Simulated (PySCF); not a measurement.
A geometry optimisation, step by step.

Compound: C3H7N2 (charge +1).
SMILES with atom numbers: `[NH2:1]/[CH:2]=[CH:3]\[CH:4]=[NH2+:5]` (hydrogens: H6, H7 on N1; H8 on C2; H9 on C3; H10 on C4; H11, H12 on N5)
Bond orders are those of one Lewis drawing.

Computed by this run: CAM-B3LYP/def2-SVP geometry optimisation, gas phase (PySCF 2.14.0); density fitting, grid level 1; the optimiser is geomeTRIC in internal coordinates, started from a GFN2-xTB structure. The frame can shift and turn from step to step; on so coarse a grid that alone can change the energy by a few meV, and forces under 0.02 eV/Å are noise.

Step 0: E = -6190.8639 eV, largest atomic force 0.446 eV/Å
```
atom  x, y, z in Å  |  force x, y, z in eV/Å
N1     -1.912    0.561    0.659   -0.014  -0.050  -0.058
C2     -1.406   -0.292   -0.203    0.231   0.220   0.212
C3     -0.069   -0.508   -0.496    0.106  -0.015  -0.030
C4      1.003    0.151    0.082   -0.046  -0.244  -0.214
N5      2.256   -0.092   -0.224   -0.124   0.076   0.073
H6     -1.332    1.173    1.214    0.043   0.177   0.174
H7     -2.909    0.633    0.792   -0.284   0.037   0.050
H8     -2.129   -0.893   -0.742   -0.317  -0.187  -0.163
H9      0.147   -1.261   -1.239    0.023  -0.315  -0.309
H10     0.843    0.916    0.833    0.055   0.321   0.304
H11     3.020    0.403    0.213    0.205   0.143   0.126
H12     2.490   -0.793   -0.915    0.123  -0.163  -0.166
```

Step 1: E = -6190.8865 eV, largest atomic force 0.139 eV/Å
```
atom  x, y, z in Å  |  force x, y, z in eV/Å
N1     -1.952    0.542    0.652   -0.015   0.053   0.056
C2     -1.440   -0.315   -0.207   -0.108  -0.064  -0.060
C3     -0.107   -0.563   -0.524    0.012  -0.033  -0.025
C4      0.975    0.089    0.050    0.038   0.093   0.081
N5      2.236   -0.139   -0.242    0.049  -0.026  -0.024
H6     -1.394    1.167    1.226    0.009  -0.017  -0.018
H7     -2.959    0.608    0.775    0.027  -0.016  -0.017
H8     -2.190   -0.911   -0.742    0.047   0.035   0.029
H9      0.078   -1.330   -1.279   -0.015   0.012   0.012
H10     0.824    0.864    0.812   -0.003  -0.043  -0.041
H11     2.989    0.371    0.211   -0.031  -0.006  -0.004
H12     2.504   -0.836   -0.934   -0.010   0.015   0.013
```

Step 2: E = -6190.8862 eV, largest atomic force 0.097 eV/Å
```
atom  x, y, z in Å  |  force x, y, z in eV/Å
N1     -1.941    0.542    0.651   -0.067  -0.002   0.004
C2     -1.446   -0.320   -0.213    0.069   0.052   0.044
C3     -0.110   -0.566   -0.527   -0.003  -0.037  -0.034
C4      0.969    0.090    0.051   -0.018  -0.035  -0.033
N5      2.231   -0.138   -0.240    0.014   0.027   0.027
H6     -1.367    1.159    1.217   -0.015  -0.004  -0.004
H7     -2.945    0.618    0.784    0.000   0.001   0.000
H8     -2.197   -0.913   -0.744    0.001   0.008   0.007
H9      0.077   -1.332   -1.281    0.007   0.001   0.000
H10     0.813    0.863    0.811    0.008  -0.004  -0.004
H11     2.978    0.376    0.218    0.013  -0.009  -0.009
H12     2.502   -0.833   -0.931   -0.007   0.002   0.002
```

Step 3: E = -6190.8868 eV, largest atomic force 0.044 eV/Å
```
atom  x, y, z in Å  |  force x, y, z in eV/Å
N1     -1.948    0.543    0.652   -0.012  -0.003   0.000
C2     -1.444   -0.317   -0.210    0.032   0.024   0.019
C3     -0.109   -0.564   -0.525   -0.005  -0.011  -0.009
C4      0.973    0.089    0.050   -0.010  -0.020  -0.019
N5      2.235   -0.139   -0.242   -0.001   0.014   0.015
H6     -1.380    1.163    1.221   -0.006   0.002   0.002
H7     -2.952    0.614    0.780   -0.002  -0.002  -0.002
H8     -2.194   -0.911   -0.742   -0.003  -0.001  -0.001
H9      0.076   -1.331   -1.279    0.001  -0.001  -0.002
H10     0.820    0.863    0.811    0.002   0.002   0.002
H11     2.983    0.372    0.214    0.009  -0.004  -0.005
H12     2.503   -0.835   -0.933   -0.004  -0.001  -0.001
```

Step 4: E = -6190.8869 eV, largest atomic force 0.022 eV/Å
```
atom  x, y, z in Å  |  force x, y, z in eV/Å
N1     -1.947    0.544    0.654   -0.016   0.003   0.005
C2     -1.442   -0.315   -0.208   -0.005  -0.009  -0.009
C3     -0.108   -0.565   -0.526   -0.002   0.009   0.010
C4      0.973    0.088    0.050    0.020   0.007   0.004
N5      2.235   -0.140   -0.242    0.005  -0.012  -0.010
H6     -1.384    1.166    1.224    0.008  -0.005  -0.006
H7     -2.953    0.613    0.778    0.001   0.000  -0.001
H8     -2.192   -0.908   -0.741    0.001   0.004   0.003
H9      0.075   -1.332   -1.280   -0.002   0.003   0.002
H10     0.820    0.862    0.810   -0.001  -0.004  -0.003
H11     2.986    0.370    0.212   -0.009   0.004   0.005
H12     2.502   -0.836   -0.934    0.001  -0.001  -0.001
```

**Question.** Summarise the path.

**Answer.** The energy falls by 2.22 kJ/mol from step 0 to step 4; nine tenths of that is first reached at step 1. It rises by more than 0.2 meV at step 2. The largest force goes from 0.446 to 0.022 eV/Å. Among the bonds C4–H10 changes most (a near tie, within 0.001 Å, with another), from 1.084 to 1.096 Å; the atoms move by 0.030 Å rms after alignment.

**Question.** Follow the three bonds and two angles with the largest change from start to end.

**Answer.** 
| step | E above end (kJ/mol) | largest force (eV/Å) | C4–H10 (Å) | C3–H9 (Å) | C2–H8 (Å) | N1–C2–C3 (°) | N5–C4–H10 (°) |
| --- | --- | --- | --- | --- | --- | --- | --- |
| 0 | 2.22 | 0.446 | 1.084 | 1.080 | 1.084 | 127.6 | 115.7 |
| 1 | 0.03 | 0.139 | 1.097 | 1.092 | 1.097 | 129.5 | 114.1 |
| 2 | 0.07 | 0.097 | 1.096 | 1.091 | 1.095 | 128.6 | 114.3 |
| 3 | 0.00 | 0.044 | 1.095 | 1.091 | 1.095 | 129.0 | 114.3 |
| 4 | 0.00 | 0.022 | 1.096 | 1.091 | 1.095 | 129.3 | 114.2 |

What follows is the cost of the whole optimisation. Hardware: one thread of an Arm Neoverse V2 (shared host). Cost: 14 s wall, 0.48 GiB resident at most.
